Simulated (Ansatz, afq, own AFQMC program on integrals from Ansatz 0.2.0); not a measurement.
## AlGeH, triplet in cc-pVDZ, levels against CCSDT(Q)

```xyz
3

Ge    0.0000    0.0947    0.6551
Al    0.0000   -0.3145   -1.7592
H     0.0000    1.5944   -0.1229
```

Connectivity, by distances: GeH–Al.

Basis cc-pVDZ. Noble-gas cores (and the filled d shells of Ga–Kr and In–Xe) are frozen. Ansatz 0.2.0 and our own AFQMC program on the same integrals; the CISD trial comes from CCSD amplitudes, and released means the phaseless constraint is let go. Free AFQMC starts from the CCSD state and is never constrained. Its projection time is finite, and what remains of the start isn't in its error. Uncertainties: one standard error, sampling alone. No spin–orbit coupling.

Determinant: UHF, the one that the program's search chose, which needn't be the lowest solution. The geometry is a point of a scan.

No full CI on the walks' own integrals is used here; CCSDT(Q) serves as the reference and is uncertain by about the last step of the cluster series.

Cautions: no relativity below Rb; no spin-orbit coupling; inner d shell frozen; lower spins were not checked.

```
T1 diagnostic                               : 0.0311
weight of the determinant in the CISD state : 0.858
⟨S²⟩ of the determinant                     : 2.043
size of the correlated space                : 8 electrons in 31 orbitals
```

Reference: CCSDT(Q), correlation energy -4.166 eV. The released energy is read at 2.40 1/Eh (meV from the phaseless value at times in 1/Eh: -15 ± 10 at 0.24, -23 ± 10 at 0.51, -22 ± 9 at 0.99, -17 ± 11 at 1.62, -28 ± 10 at 2.40).

```csv
level,E − E(reference) (meV),share of correlation (%)
HF,4165.6,0.00
MP2,1097.2,73.66
CCSD,212.5,94.90
CCSD(T),51.5,98.76
CCSDT,10.7,99.74
ph-AFQMC/HF,249.2 ± 26.4,94.02
ph-AFQMC/CISD,25.2 ± 9.1,99.39
released AFQMC,-2.7 ± 10.3,100.07
free AFQMC,6.4 ± 11.5,99.85
```

Free projections are given only where their last times agree within the noise and don't stop above the reference; a slow remainder of the start can still hide under it. A walk keeps the symmetry of its determinant, which the program's search chose and which needn't be the lowest solution, so a lower state of the same spin and another symmetry isn't excluded. Released energies are given only where the last usable release times agree within the noise; a slower fall can still hide under it.
